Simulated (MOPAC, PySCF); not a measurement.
Isomers of C2H3N. Gas-phase values, no solvent. Strings in code marks are SMILES.

Quantity: electronic energy of isomers of C2H3N relative to `CC#N`, in eV. Semi-empirical values (MOPAC) are differences of heats of formation.

Level 1: B3LYP/3-21G // r2SCAN-D4/def2-TZVP (PySCF)
Level 2: frozen-core MP2/6-31G* // r2SCAN-D4/def2-TZVP (PySCF)
Level 3: HF/STO-3G // r2SCAN-D4/def2-TZVP (PySCF)
Level 4: PM7 // r2SCAN-D4/def2-TZVP (MOPAC)

```csv
species,level 2,level 3,level 4
`C=C=N`,1.59,2.49,0.96
`C#CN`,2.26,2.74,1.80
```

### Question
What does level 1 give for each?

### Answer

- `C=C=N`: 1.30
- `C#CN`: 1.95
